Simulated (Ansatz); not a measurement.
# C3H2OS: small, medium and large basis sets

How large a basis does C3H2OS need? Two functionals are run in growing sets.

Method: one geometry, several basis sets; program: Ansatz 0.2.0, Gaussian basis.

Plan: PBE0-D4/def2-SVP; ωB97M-V/def2-SVP; PBE0-D4/def2-QZVPP; ωB97M-V/def2-QZVPP; the functionals' def2-TZVPP values are taken from earlier runs.

**1. The relaxed structure**

The geometry comes from an earlier relaxation with PBE0-D4 in a triple-zeta def2 set; it is a stationary point, not always the lowest conformer.

SMILES `C#CC(=O)S`, 7 atoms, charge 0, spin multiplicity 1.

Atoms are counted from 1 here; the program's logs count them from 0.

Bond lengths: C1–C2 1.200 Å, C1–H6 1.065 Å, C2–C3 1.443 Å, C3–O4 1.201 Å, C3–S5 1.774 Å, S5–H7 1.345 Å. Angles: C2–C1–H6 179.3°, C1–C2–C3 179.3°, C2–C3–O4 123.9°, C2–C3–S5 111.5°, O4–C3–S5 124.6°, C3–S5–H7 93.6°.

**2. PBE0-D4 in def2-SVP**

The input, in.yaml:

```yaml
crystal:
  periodic: [false, false, false]
  atoms:
    - {symbol: C, position_ang: [-0.183318, -0.531875, 1.925945]}
    - {symbol: C, position_ang: [0.091751, -0.275705, 0.785998]}
    - {symbol: C, position_ang: [0.406126, 0.038334, -0.587277]}
    - {symbol: O, position_ang: [1.479349, -0.153727, -1.090269]}
    - {symbol: S, position_ang: [-0.989601, 0.739916, -1.428919]}
    - {symbol: H, position_ang: [-0.415543, -0.763649, 2.939653]}
    - {symbol: H, position_ang: [-0.327565, 0.878706, -2.590931]}
basis:
  gaussian: {orbitals: def2-SVP}
hamiltonian: {xc: pbe0, dispersion: d4}
output: {orbitals: {seedname: orbitals}}
```

Started as:

```sh
> ansatz run in.yaml --threads 2 --pin off --events-out ev --progress --plain --max-ram 4352MiB
```

Further steps of the session: ωB97M-V in def2-SVP; PBE0-D4 in def2-QZVPP; ωB97M-V in def2-QZVPP.

Before running them: what should the planned runs give, taken together? Wanted: PBE0-D4: double and triple zeta above quadruple; ωB97M-V: double and triple zeta above quadruple.

The runs gave:

```
                                       quantity           value
PBE0-D4: double and triple zeta above quadruple  10.27, 0.60 eV
ωB97M-V: double and triple zeta above quadruple  10.39, 0.56 eV
```

For PBE0-D4 the step from double to triple zeta gains 9.67 eV and the next only 0.60 eV. Total energies overstate the basis error of differences, where much of it tends to cancel.
